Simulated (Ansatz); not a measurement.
Reaction: Si2H5Cl (chloro(silyl)silane, SMILES [SiH3][SiH2]Cl) → SiH3 (SMILES [SiH3], doublet) + SiH2Cl (SMILES [SiH2]Cl, doublet) (the Si-Si bond breaks)
Each species at its own B3LYP-D3(BJ)/def2-TZVP minimum (Ansatz, a program for electronic structure).

Total energies in hartree (Ansatz). Radicals and triplets start from unrestricted determinants; spin-orbit coupling is neglected. Cores are frozen in correlated methods. No relativity.

```csv
species,HF/cc-pV(T+d)Z,CCSD(T)/cc-pV(T+d)Z,HF/cc-pV(Q+d)Z,CCSD(T)/cc-pV(Q+d)Z,CCSD(T)/cc-pV(D+d)Z,CCSDT(Q)/cc-pV(D+d)Z
"1: Si2H5Cl (chloro(silyl)silane, SMILES [SiH3][SiH2]Cl)",-1040.37350,-1040.89143,-1040.38420,-1040.93917,-1040.73902,-1040.74097
"2: SiH3 (SMILES [SiH3], doublet)",-290.64257,-290.78856,-290.64619,-290.79897,-290.75358,-290.75426
"3: SiH2Cl (SMILES [SiH2]Cl, doublet)",-749.64021,-749.98071,-749.64739,-750.01545,-749.86970,-749.87098
```

**Question.** Work out the bond dissociation energy (electronic) in kcal/mol: take Hartree-Fock from cc-pV(Q+d)Z, extrapolate the CCSD(T) correlation energy as X^-3 (X = 3, 4), and add CCSDT(Q) - CCSD(T) in cc-pV(D+d)Z. 1 hartree = 627.51 kcal/mol.

**Answer.** 
Species 1: correlation (64·(-0.55497) - 27·(-0.51793))/37 = -0.58200; step -0.00195; E1 = -1040.38420 + (-0.58200) + (-0.00195) = -1040.96815
Species 2: correlation (64·(-0.15278) - 27·(-0.14599))/37 = -0.15773; step -0.00068; E2 = -290.64619 + (-0.15773) + (-0.00068) = -290.80460
Species 3: correlation (64·(-0.36806) - 27·(-0.34050))/37 = -0.38817; step -0.00128; E3 = -749.64739 + (-0.38817) + (-0.00128) = -750.03684
-1·E1 +1·E2 +1·E3 = 0.12671 hartree = 79.5 kcal/mol.
